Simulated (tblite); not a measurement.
# C5H6F3N3O: the cost of one run

Programs: tblite 0.8.0 and PySCF 2.14.0. All values are calculated, for the isolated system unless a continuum is named. Atoms count from 0, parts from 1.

## 1. The system as given

18 atoms, charge 0, multiplicity 1; geometry: rigid parts in contact. Parts: 1 = atoms 0–8, `c1ncncn1`, charge 0; 2 = atoms 9–17, `OCC(F)(F)F`, charge 0.

## 2. Docking the parts with GFN2-xTB

The job: settings as JSON, then the geometry in Å.

```
{"job": {"kind": "dock", "xc": "GFN2-xTB", "basis": "xTB"}, "charge": 0, "multiplicity": 1, "parts": [{"atoms": "0-8", "charge": 0, "multiplicity": 1}, {"atoms": "9-17", "charge": 0, "multiplicity": 1}]}
C      1.228503    -0.274313     0.263454
N      0.923150     0.992177     0.037418
C     -0.352753     1.215472    -0.228329
N     -1.294718     0.288950    -0.279622
C     -0.875650    -0.941262    -0.035792
N      0.371833    -1.281264     0.241114
H      2.263025    -0.505269     0.485101
H     -0.650095     2.239221    -0.418722
H     -1.613294    -1.733712    -0.064622
O      2.518109     2.314885    -1.812309
C      2.208854     1.689500    -3.016252
C      3.262644     0.650210    -3.409747
F      4.472960     1.176556    -3.603334
F      3.395149    -0.284310    -2.450622
F      2.924373     0.007746    -4.535666
H      2.595354     1.660618    -1.105512
H      1.238939     1.171664    -2.988416
H      2.185865     2.465523    -3.785117
```

With the program's defaults for keys left out, this is: GFN2-xTB search for minima from random contacts, gas phase.

On the command line:

```bash
OMP_NUM_THREADS=1 python cluster_run.py task.json out
```

The driver reads the jobs from task.json and runs them one after another.

**Question.** How long does this first job take on 1 thread of Intel Xeon Platinum 8259CL at 2.50GHz, shared host?

About 78 s.
